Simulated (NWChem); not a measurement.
Program: NWChem. System: acetone (C3H6O), charge 0, spin multiplicity 1, at a geometry optimised with PBE0/def2-SVP. Level: CCSD(T)/def2-SVP, 4 core orbitals frozen.

Part of the output:

```
             Northwest Computational Chemistry Package (NWChem) 7.3.0
             --------------------------------------------------------

                                NWChem Input Module
                                -------------------

 Scaling coordinates for geometry "geometry" by  1.889725989
 (inverse scale =  0.529177249)

 Turning off AUTOSYM since
 SYMMETRY directive was detected!

                             Geometry "geometry" -> ""
                             -------------------------

 Output coordinates in angstroms (scale by  1.889725989 to convert to a.u.)

  No.       Tag          Charge          X              Y              Z
 ---- ---------------- ---------- -------------- -------------- --------------
    1 C                    6.0000    -1.27924000    -0.11645800    -0.61072500
    2 C                    6.0000     0.00000000     0.00000000     0.18509700
    3 C                    6.0000     1.27924000     0.11645800    -0.61072500
    4 O                    8.0000     0.00000000     0.00000000     1.39207500
    5 H                    1.0000    -1.24236600    -0.99470100    -1.27493800
    6 H                    1.0000    -1.41142300     0.76617900    -1.25688600
    7 H                    1.0000    -2.13302000    -0.20466000     0.07258700
    8 H                    1.0000     2.13302000     0.20466000     0.07258700
    9 H                    1.0000     1.41142300    -0.76617900    -1.25688600
   10 H                    1.0000     1.24236600     0.99470100    -1.27493800

 Effective nuclear repulsion energy (a.u.)     119.4778323663

            Nuclear Dipole moment (a.u.)
            ----------------------------
        X                 Y               Z
 ---------------- ---------------- ----------------
     0.0000000000     0.0000000000     0.0000151178

      Symmetry information
      --------------------

 Group name             C2
 Group number              4
 Group order               2
 No. of unique centers     6

      Symmetry unique atoms

     1    2    4    5    6    7


 Summary of "ao basis" -> "" (spherical)
 ------------------------------------------------------------------------------
       Tag                 Description            Shells   Functions and Types
 ---------------- ------------------------------  ------  ---------------------
 *                          def2-svp                  on all atoms

 Summary of "ao basis" -> "ao basis" (spherical)
 ------------------------------------------------------------------------------
       Tag                 Description            Shells   Functions and Types
 ---------------- ------------------------------  ------  ---------------------
 C                          def2-svp                 6       14   3s2p1d
 O                          def2-svp                 6       14   3s2p1d
 H                          def2-svp                 3        5   2s1p

                                 NWChem SCF Module
                                 -----------------

  ao basis        = "ao basis"
  functions       =    86
  atoms           =    10
  closed shells   =    16
  open shells     =     0
  charge          =   0.00
  wavefunction    = RHF
  use symmetry    = T
  symmetry adapt  = T

 Summary of "ao basis" -> "ao basis" (spherical)
 ------------------------------------------------------------------------------
       Tag                 Description            Shells   Functions and Types
 ---------------- ------------------------------  ------  ---------------------
 C                          def2-svp                 6       14   3s2p1d
 O                          def2-svp                 6       14   3s2p1d
 H                          def2-svp                 3        5   2s1p

      Symmetry analysis of basis
      --------------------------

        a          45
        b          41

 Forming initial guess at       0.1s

      Superposition of Atomic Density Guess
      -------------------------------------

 Sum of atomic energies:        -190.56125950

      Non-variational initial energy
      ------------------------------

 Total energy =    -192.872993
 1-e energy   =    -493.559151
 2-e energy   =     181.208327
[...]
 total number of virtual orbitals        70
 number of virtuals per integral pass    70
 number of integral evaluations           1
 number of occupied per triples pass     12
 number of triples passes                 1

 commencing integral evaluation        1 at         139.03
  symmetry use  T
task         2 out of       903 done   0%  at       0.0 secs
task        47 out of       903 done   5%  at       0.6 secs
task        92 out of       903 done  10%  at       1.2 secs
task       136 out of       903 done  15%  at       1.5 secs
task       192 out of       903 done  21%  at       1.6 secs
task       226 out of       903 done  25%  at       2.0 secs
task       274 out of       903 done  30%  at       2.4 secs
task       329 out of       903 done  36%  at       2.7 secs
task       372 out of       903 done  41%  at       2.7 secs
task       407 out of       903 done  45%  at       3.0 secs
task       452 out of       903 done  50%  at       3.4 secs
task       500 out of       903 done  55%  at       3.6 secs
task       549 out of       903 done  60%  at       3.6 secs
task       589 out of       903 done  65%  at       3.8 secs
task       633 out of       903 done  70%  at       4.1 secs
task       678 out of       903 done  75%  at       4.4 secs
task       724 out of       903 done  80%  at       4.5 secs
task       770 out of       903 done  85%  at       4.7 secs
task       815 out of       903 done  90%  at       5.0 secs
task       858 out of       903 done  95%  at       5.3 secs
task       903 out of       903 done 100%  at       5.5 secs
 commencing triples evaluation - blocking       1
 ccsd(t): done        1 out of       70 progress:    1.4%
 ccsd(t): done        2 out of       70 progress:    2.9%
 ccsd(t): done        3 out of       70 progress:    4.3%
 ccsd(t): done        4 out of       70 progress:    5.7%
 ccsd(t): done        5 out of       70 progress:    7.1%
 ccsd(t): done        6 out of       70 progress:    8.6%
 ccsd(t): done        7 out of       70 progress:   10.0%
 ccsd(t): done        8 out of       70 progress:   11.4%
 ccsd(t): done        9 out of       70 progress:   12.9%
 ccsd(t): done       10 out of       70 progress:   14.3%
 ccsd(t): done       11 out of       70 progress:   15.7%
 ccsd(t): done       12 out of       70 progress:   17.1%
 ccsd(t): done       13 out of       70 progress:   18.6%
 ccsd(t): done       14 out of       70 progress:   20.0%
 ccsd(t): done       15 out of       70 progress:   21.4%
 ccsd(t): done       16 out of       70 progress:   22.9%
 ccsd(t): done       17 out of       70 progress:   24.3%
 ccsd(t): done       18 out of       70 progress:   25.7%
 ccsd(t): done       19 out of       70 progress:   27.1%
 ccsd(t): done       20 out of       70 progress:   28.6%
 ccsd(t): done       21 out of       70 progress:   30.0%
 ccsd(t): done       22 out of       70 progress:   31.4%
 ccsd(t): done       23 out of       70 progress:   32.9%
 ccsd(t): done       24 out of       70 progress:   34.3%
 ccsd(t): done       25 out of       70 progress:   35.7%
 ccsd(t): done       26 out of       70 progress:   37.1%
 ccsd(t): done       27 out of       70 progress:   38.6%
 ccsd(t): done       28 out of       70 progress:   40.0%
 ccsd(t): done       29 out of       70 progress:   41.4%
 ccsd(t): done       30 out of       70 progress:   42.9%
 ccsd(t): done       31 out of       70 progress:   44.3%
 ccsd(t): done       32 out of       70 progress:   45.7%
 ccsd(t): done       33 out of       70 progress:   47.1%
 ccsd(t): done       34 out of       70 progress:   48.6%
 ccsd(t): done       35 out of       70 progress:   50.0%
 ccsd(t): done       36 out of       70 progress:   51.4%
 ccsd(t): done       37 out of       70 progress:   52.9%
 ccsd(t): done       38 out of       70 progress:   54.3%
 ccsd(t): done       39 out of       70 progress:   55.7%
 ccsd(t): done       40 out of       70 progress:   57.1%
 ccsd(t): done       41 out of       70 progress:   58.6%
 ccsd(t): done       42 out of       70 progress:   60.0%
 ccsd(t): done       43 out of       70 progress:   61.4%
 ccsd(t): done       44 out of       70 progress:   62.9%
 ccsd(t): done       45 out of       70 progress:   64.3%
 ccsd(t): done       46 out of       70 progress:   65.7%
 ccsd(t): done       47 out of       70 progress:   67.1%
 ccsd(t): done       48 out of       70 progress:   68.6%
 ccsd(t): done       49 out of       70 progress:   70.0%
 ccsd(t): done       50 out of       70 progress:   71.4%
 ccsd(t): done       51 out of       70 progress:   72.9%
 ccsd(t): done       52 out of       70 progress:   74.3%
 ccsd(t): done       53 out of       70 progress:   75.7%
 ccsd(t): done       54 out of       70 progress:   77.1%
 ccsd(t): done       55 out of       70 progress:   78.6%
 ccsd(t): done       56 out of       70 progress:   80.0%
 ccsd(t): done       57 out of       70 progress:   81.4%
 ccsd(t): done       58 out of       70 progress:   82.9%
 ccsd(t): done       59 out of       70 progress:   84.3%
 ccsd(t): done       60 out of       70 progress:   85.7%
 ccsd(t): done       61 out of       70 progress:   87.1%
 ccsd(t): done       62 out of       70 progress:   88.6%
 ccsd(t): done       63 out of       70 progress:   90.0%
 ccsd(t): done       64 out of       70 progress:   91.4%
 ccsd(t): done       65 out of       70 progress:   92.9%
 ccsd(t): done       66 out of       70 progress:   94.3%
 ccsd(t): done       67 out of       70 progress:   95.7%
 ccsd(t): done       68 out of       70 progress:   97.1%
 ccsd(t): done       69 out of       70 progress:   98.6%
 ccsd(t): done       70 out of       70 progress:  100.0%
 Time for integral evaluation pass     1        5.69
 Time for triples evaluation pass      1       17.61

 pseudo-e(mp4)  -0.21005544876149E-01
 pseudo-e(mp5)   0.13434386116290E-02
        e(t)    -0.19662106264520E-01

 --------------
 CCSD(T) Energy
 --------------
 Reference energy:                    -191.818233011488132

 CCSD corr. energy:                     -0.638964230810834
 T(CCSD) corr. energy:                  -0.021005544876149
 Total CCSD+T(CCSD) energy:           -192.478202787175121

 CCSD corr. energy:                     -0.638964230810834
 (T) corr. energy:                      -0.019662106264520
 Total CCSD(T) energy:                -192.476859348563494

 routine      calls  cpu(0)   cpu-min  cpu-ave  cpu-max   i/o
 aoccsd          1     0.04     0.04     0.04     0.04    0.00
 iterdrv         1     0.04     0.04     0.04     0.04    0.00
 pampt          13     0.26     0.26     0.26     0.26    0.00
 t2pm           13     0.42     0.42     0.42     0.42    0.00
 sxy            13     2.04     2.04     2.04     2.04    0.00
 ints     10554245    90.07    90.07    90.07    90.07    0.00
 t2eri       11739    31.29    31.29    31.29    31.29    0.00
 idx2        11739     3.35     3.35     3.35     3.35    0.00
 idx34          13     0.25     0.25     0.25     0.25    0.00
 ht2pm          13     0.50     0.50     0.50     0.50    0.00
 itm            13     4.05     4.05     4.05     4.05    0.00
 pdiis          13     0.06     0.06     0.06     0.06    0.00
 triples         1     0.00     0.00     0.00     0.00    0.00
 rdtrpo          1     0.03     0.03     0.03     0.03    0.00
 trpmos          1     5.69     5.69     5.69     5.69    0.00
 trpdrv          1     2.13     2.13     2.13     2.13    0.00
 dovvv      131040     8.08     8.08     8.08     8.08    0.00
 doooo      131040     1.93     1.93     1.93     1.93    0.00
 tengy      120960     5.31     5.31     5.31     5.31    0.00
 Total               155.57   155.57   155.57   155.57    0.00

 Task  times  cpu:      164.2s     wall:      164.2s

 Total times  cpu:      164.3s     wall:      164.3s
```

Problem. Write an NWChem input that would produce this output.

Solution. One answer among several that fit: 
```
start mol
memory heap 100 mb stack 700 mb global 1900 mb
geometry units angstroms nocenter noautoz
  C     -1.279240    -0.116458    -0.610725
  C      0.000000     0.000000     0.185097
  C      1.279240     0.116458    -0.610725
  O      0.000000     0.000000     1.392075
  H     -1.242366    -0.994701    -1.274938
  H     -1.411423     0.766179    -1.256886
  H     -2.133020    -0.204660     0.072587
  H      2.133020     0.204660     0.072587
  H      1.411423    -0.766179    -1.256886
  H      1.242366     0.994701    -1.274938
  symmetry group C2
end
basis spherical
  * library def2-svp
end
scf
  rhf
  nopen 0
  maxiter 100
  thresh 1e-7
  semidirect memsize 60000000 filesize 0
end
ccsd
  freeze core 4
  maxiter 60
end
task ccsd(t) energy
```
